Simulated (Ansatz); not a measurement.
in.yaml

```yaml
crystal:
  periodic: [false, false, false]
  atoms:
    - {symbol: F, position_ang: [0.000000, -0.674306, 1.490349]}
    - {symbol: P, position_ang: [0.000000, 0.600388, 0.503498]}
    - {symbol: Si, position_ang: [0.000000, -0.205998, -1.563422]}
basis:
  gaussian: {orbitals: cc-pVDZ}
magnetization: {spin_polarized: true, initial_magnetization: 0}
hamiltonian: {xc: {name: r2SCAN}}
output: {forces: true}
```

```sh
$ ansatz run in.yaml --threads 1 --pin off --events-out ev --progress --plain --max-ram 2393MiB
```

Task: Roughly how long does this take on 1 thread of Intel Xeon, shared host, and how much host memory?

Result: 1.8 min wall and 0.15 GiB.

```
506 factors; integrals over basis functions are off by at most 8.2e-4 eV
mean field evaluation 1: about -19876.9650 eV, gradient 1.9e1 eV
mean field evaluation 2: about -19834.3066 eV, gradient 8.4e1 eV
mean field evaluation 4: about -19876.3219 eV, gradient 1.5e1 eV
mean field evaluation 8: about -19878.4358 eV, gradient 1.3e-1 eV
mean field evaluation 16: about -19878.4360 eV, gradient 2.6e-5 eV
mean field evaluation 32: about -19878.4570 eV, gradient 2.0e-2 eV
mean field evaluation 64: about -19877.0172 eV, gradient 8.4e0 eV
mean field evaluation 96: about -19878.4570 eV, gradient 3.0e-6 eV
mean field evaluation 128: about -19877.8329 eV, gradient 7.5e0 eV
mean field evaluation 160: about -19877.3356 eV, gradient 6.4e0 eV
mean field evaluation 192: about -19878.3230 eV, gradient 1.5e0 eV
mean field -19878.45730383 eV, -730.5198318134 hartree, gradient 2.1e-8 eV, S^2 0.275306; 17 other end points of the search recorded, 0 dependent functions left out
the calculation of the forces begins
reference -19878.45731164 eV, -730.5198321003 hartree; 19, 19 occupied and 31, 31 virtual orbitals, 506 factors
Total energy: -19878.45731164 eV, -730.5198321003 hartree
Atom 0 at     0.000000    -0.674306     1.490349 Å, force     0.000000    -1.357300     1.052558 eV/Å
Atom 1 at     0.000000     0.600388     0.503498 Å, force    -0.000000     1.031039    -1.886051 eV/Å
Atom 2 at     0.000000    -0.205998    -1.563422 Å, force    -0.000000     0.326260     0.833493 eV/Å
Dipole moment:    -0.019094     0.004365    -0.279469 e Å
```

Forces (eV/Å):
```
F    0.000 -1.357  1.053
P    0.000  1.031 -1.886
Si   0.000  0.326  0.833
```
